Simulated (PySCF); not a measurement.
# Spin states of BP

Unrestricted PBE0; PySCF, no relativity, basis sets B def2-TZVPPD, P def2-TZVPPD. Outer shells of the fragments: B 2s2 2p1; P 3s2 3p3.

Followed along the bond (rough minima from three points):

```csv
2Ms+1,unpaired,⟨S²⟩ at the start,R at minimum (Å),Te (eV)
3,"σ ↑, π ↑",2.01,1.74,0.00
1,"σ ↓, π ↑",1.05,1.75,0.14
1,none,0.00,none in the scan,≤ 0.86
3,π ↑↑,2.01,none in the scan,≤ 1.06
1,π ↑↓,1.01,none in the scan,≤ 1.35
```

Solutions found at the starting distance of 1.880 Å, counted from the lowest of them; the search is not exhaustive and high or unbound solutions are not listed, so other states can lie among these:

| 2Ms+1 | unpaired | term | E (eV) | ⟨S²⟩ | ⟨Lz²⟩ | μ (D) |
| --- | --- | --- | --- | --- | --- | --- |
| 3 | σ ↑, π ↑ | ³Π | 0.00 | 2.01 | 1.02 | -0.39 |
| 1 | σ ↓, π ↑ | mixed | 0.12 | 1.05 | 1.01 | -0.42 |
| 3 | π ↑↑ | ³Σ⁻ | 0.83 | 2.01 | 0.00 | 2.32 |
| 1 | π ↑↓ | mixed | 1.13 | 1.01 | 2.03 | 2.38 |
| 1 | none | ¹Σ⁺ | 1.23 | 0.00 | 0.00 | -1.13 |
| 5 | σ ↑, π ↑↑↑ | ⁵Π | 2.11 | 6.01 | 1.00 | 0.52 |
| 1 | none | mixed | 2.15 | 0.00 | 2.01 | 2.58 |
| 3 | σ ↑, π ↑↑↓ | mixed | 2.59 | 3.02 | 3.04 | 0.45 |
| 3 | σ ↓, π ↑↑↑ | mixed | 2.87 | 3.02 | 1.01 | 0.88 |
| 1 | σ ↑, π ↑↓↓ | mixed | 3.12 | 2.02 | 3.04 | 0.91 |
| 3 | σ ↑↑ | ³Σ⁺ | 3.13 | 2.25 | 0.00 | 0.15 |
| 3 | π ↑↑ | mixed | 3.31 | 2.16 | 2.02 | -0.89 |
| 3 | π ↑↑ | mixed | 3.88 | 2.14 | 2.01 | -1.09 |
| 5 | σ ↑↑, π ↑↑ | mixed | 4.73 | 6.03 | 2.02 | 0.92 |

A term symbol is given only where ⟨S²⟩ and ⟨Lz²⟩ are close to those of a pure state; real π, δ and φ orbitals otherwise mix terms. A positive dipole means B(−)P(+).
